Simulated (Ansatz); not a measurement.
C2H4FNO (`N=C(F)CO`), 9 atoms. The species carries charge 0 and has multiplicity 1. All runs use 2 threads of an Arm Neoverse V1 on a shared host. Correlated methods freeze the cores.

Task: Give the basis size and wall time and peak host memory of each of these runs in Ansatz. RKS PBE0-D4/def2-TZVP frequencies; direct RPA on PBE orbitals/def2-TZVPP energy; RKS ωB97X-V/def2-TZVPP energy; RKS PBE0-D4/def2-QZVPP energy; RHF-CCSD(T)/def2-SVP energy; RHF-CCSD(T)/def2-TZVPP energy; RKS PBE0-D4/def2-SVP energy; RKS ωB97M-V/def2-SVP energy; RKS PBE0-D4/def2-TZVP relaxation (9 steps); RKS r2SCAN-D4/def2-TZVPP energy and forces; RKS HSE06 (plane-wave form)-D4/def2-TZVPP energy; RKS ωB97M-V/def2-QZVPP energy. (Best estimate.)

Result: Ansatz gave: Other jobs shared the machine, so times are rough.

```
                                    level                   job  functions  wall time  peak host memory (GiB)
                     RKS PBE0-D4/def2-SVP                energy         90      1.2 s                    0.42
RKS HSE06 (plane-wave form)-D4/def2-TZVPP                energy        211      3.4 s                    0.46
                     RKS ωB97M-V/def2-SVP                energy         90      4.8 s                    0.42
                 RKS r2SCAN-D4/def2-TZVPP     energy and forces        211      5.5 s                    0.24
                     RHF-CCSD(T)/def2-SVP                energy         90      5.5 s                    0.42
    direct RPA on PBE orbitals/def2-TZVPP                energy        211      6.5 s                    0.43
                   RKS PBE0-D4/def2-QZVPP                energy        405        8 s                       1
                   RKS ωB97X-V/def2-TZVPP                energy        211        9 s                    0.55
                   RKS ωB97M-V/def2-QZVPP                energy        405       20 s                     1.2
                    RKS PBE0-D4/def2-TZVP  relaxation (9 steps)        179       36 s                    0.37
                    RKS PBE0-D4/def2-TZVP           frequencies        179    2.3 min                    0.42
                   RHF-CCSD(T)/def2-TZVPP                energy        211    2.3 min                     3.3
```
